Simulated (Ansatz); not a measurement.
Zinc-blende AlN (metastable phase) was calculated with G0W0@PBE (Ansatz, a first-principles code, plane waves, hard PAW, contour deformation).

The cell has the measured lattice parameters. Conventional cell: a = 4.3800 Å, b = 4.3800 Å, c = 4.3800 Å, α = 90.00°, β = 90.00°, γ = 90.00°.

The quasiparticle gap at Γ at a fixed k mesh 2×2×2:

| response cutoff | value (eV) |
|---|---|
| 250 eV, 346 empty bands | 5.247 |
| 300 eV, 455 empty bands | 5.264 |
| 400 eV, 701 empty bands | 5.280 |
| 500 eV, 980 empty bands | 5.288 |

Taking the value to converge with the response cutoff E as E^(−3/2), extrapolate from the last two rows.

With y = y∞ + c/w and weights w = 8000 and 11180 for the last two rows, y∞ = (w2 y2 − w1 y1)/(w2 − w1) = (11180 × 5.288 − 8000 × 5.280)/3180 = 5.308 eV, which lies 0.020 beyond the last row. Successive pairs of rows give 5.318, 5.310, 5.308. The limit also hangs on the law assumed, so its last digits aren't firm.

The other settings are not extrapolated, so this is the limit in one setting alone.

At the last cutoff the smallest gap on this mesh is 4.02 eV, with an edge away from Γ.
